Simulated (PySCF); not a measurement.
# Electric field gradients and quadrupole coupling constants

Compound: SiH3(NHMe), CH₇NSi.
Geometry (PBE0-D3(BJ)/def2-SVP, Å), atoms numbered from 1 in this order:
```xyz
10
CH7NSi angstrom
Si     0.559    0.965    0.867
H      0.530    0.932    2.360
H      1.985    1.036    0.405
H     -0.093    2.229    0.389
N     -0.255   -0.457    0.328
C     -0.483   -0.831   -1.043
H     -0.624   -1.099    1.017
H     -1.557   -0.892   -1.300
H     -0.041   -0.081   -1.718
H     -0.022   -1.801   -1.305
```

Field gradients from the PBE0/pcSseg-1 density (PySCF, non-relativistic), principal values in atomic units, ordered |Vxx| ≤ |Vyy| ≤ |Vzz|:

```json
{"atom": "N5", "Vxx": "0.4006", "Vyy": "0.7568", "Vzz": "-1.1574"}
```

Question: Find the asymmetry η = (Vxx − Vyy)/Vzz and the couplings χ = eQV/h (234.96 MHz × Q in barn × V in au), with Q(14N) = 0.02044 b.

Answer: 
```json
{"atom": "N5", "environment": "nitrogen bonded to C, Si and H", "nucleus": "14N", "η": "0.31", "χzz (MHz)": "-5.56", "χxx (MHz)": "1.92", "χyy (MHz)": "3.63"}
```

Question: What is Vzz at N5 in SI units (1 au = 9.71736 × 10²¹ V/m²)?

Answer: -1.1574 au = -11.247 × 10²¹ V/m².

Question: And the gradient at the other heavy atoms, for which no coupling is worked out here?

Answer: 
```csv
atom,environment,Vzz (au),η
Si1,silicon bonded to N and 3 H,0.216,0.04
C6,carbon bonded to N and 3 H,0.230,0.01
```

Question: What couplings would deuterons (Q(2H) = 0.00286 b) have in place of the hydrogens, at this geometry?

Answer: 
```csv
atom,bonded to,bond length (Å),Vzz (au),η,χzz (kHz)
H2,Si1,1.493,0.1400,0.05,94
H3,Si1,1.501,0.1346,0.03,90
H4,Si1,1.501,0.1346,0.04,90
H7,N5,1.012,0.4142,0.20,278
H8,C6,1.106,0.2790,0.05,187
H9,C6,1.102,0.2843,0.10,191
H10,C6,1.106,0.2793,0.05,188
```

Geometry: PBE0-D3(BJ)/def2-SVP; no solvent, vibrations or thermal averaging. The small basis limits the accuracy of the gradients.
